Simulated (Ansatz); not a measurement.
Species: OF$_{2}$, charge 0, multiplicity 1. 
Geometry from a B3LYP-D3(BJ)/def2-TZVP (Ansatz, a quantum-chemistry and plane-wave program) optimisation:
```xyz
3

F      0.0392     1.1006    -0.2795
O     -0.0196     0.0082     0.5973
F     -0.0218    -1.1078    -0.2514
```
Charge 0, spin multiplicity 1.

Basis-set convergence of Hartree-Fock and CCSD(T) correlation energies (hartree) with Ansatz. Correlated levels leave the core frozen unless marked. Spin-orbit coupling is left out. No relativistic terms.

The Hartree-Fock reference is unstable (checked in the largest basis), which strains HF and MP2. 

| basis | functions | E(HF) | E(corr, CCSD(T)) |
|---|---|---|---|
| aug-cc-pVDZ | 69 | -273.48808 | -0.65763 |
| aug-cc-pVTZ | 138 | ? | ? |

### Question
Some entries are withheld; supply them.

### Answer

- aug-cc-pVTZ, E(HF): -273.56315
- aug-cc-pVTZ, E(corr, CCSD(T)): -0.81181
